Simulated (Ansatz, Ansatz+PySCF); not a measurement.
```xyz
5

C     0.4517    0.0000    0.0000
H     1.0227    0.5944    0.5944
H     1.0227   -0.5944   -0.5944
F    -0.2642    0.7129   -0.7129
F    -0.2642   -0.7129    0.7129
```

RHF on singlet CH2F2 was run in several spherical basis sets with Ansatz (development build ahead of 0.2.0). Caution for RHF: no unrestricted run beside it, a lower state can exist.

(1) Rank the basis sets by the total energy that they give, lowest first, with the distance from the lowest.
A. cc-pVTZ
B. def2-SVP
C. cc-pVDZ
D. 6-31G(d)
E. 6-31G
F. STO-3G
G. def2-TZVP

Results:

(1) G (0.00 eV), A (0.34 eV), C (2.75 eV), D (3.21 eV), E (5.72 eV), B (8.13 eV), F (93.31 eV).

Totals follow the description of the cores as much as that of the bonds, so this order isn't one of quality for chemistry.
